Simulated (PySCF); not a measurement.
A geometry optimisation on `C#CC(=C)C#N`.

Computed with PBE0-D3(BJ)/def2-SVP geometry optimisation, gas phase (PySCF 2.14.0). Start geometry: GFN2-xTB. A driver script takes a list of jobs; this job's settings line and coordinates (Å) are shown.

Input:
```
{"job": {"xc": "PBE0", "basis": "def2-SVP", "d3": "d3bj", "grid": 1, "kind": "geom"}, "charge": 0, "multiplicity": 1}
C      2.216423    -0.084975     0.470870
C      1.045654    -0.022602     0.215047
C     -0.333371     0.087100    -0.097866
C     -1.212289    -0.910487     0.049098
C     -0.733809     1.358693    -0.592004
N     -1.052755     2.384025    -0.989851
H      3.238358    -0.153638     0.697907
H     -2.251592    -0.780132    -0.200860
H     -0.903059    -1.871991     0.422480
```

Output:
```
step   0  E = -246.49049488  max force = 0.030836
step   1  E = -246.49265620  max force = 0.003530
step   2  E = -246.49267027  max force = 0.000551
step   3  E = -246.49267346  max force = 0.000509
step   4  E = -246.49267469  max force = 0.000332
optimisation converged
```

Energies in Eh; «max force» is the largest Cartesian gradient component in Eh/bohr.

**Question.** How much energy does the optimisation release, in kJ/mol?

**Answer.** E(step 0) − E(last step) = 0.002180 Eh, which is 5.7 kJ/mol.

**Question.** Give the first gradient maximum in eV/Å.

**Answer.** With 1 Eh/bohr = 51.422 eV/Å, 1.586 eV/Å.

Summary of the converged run: final energy -246.49267 Eh after 4 steps; dipole 3.79 D.

Hardware: an Arm Neoverse V1 with one thread, no GPU, on a shared host. Cost: 15 s of wall time.
Labels such as C1 count atoms from 1, the log's own numbers from 0.
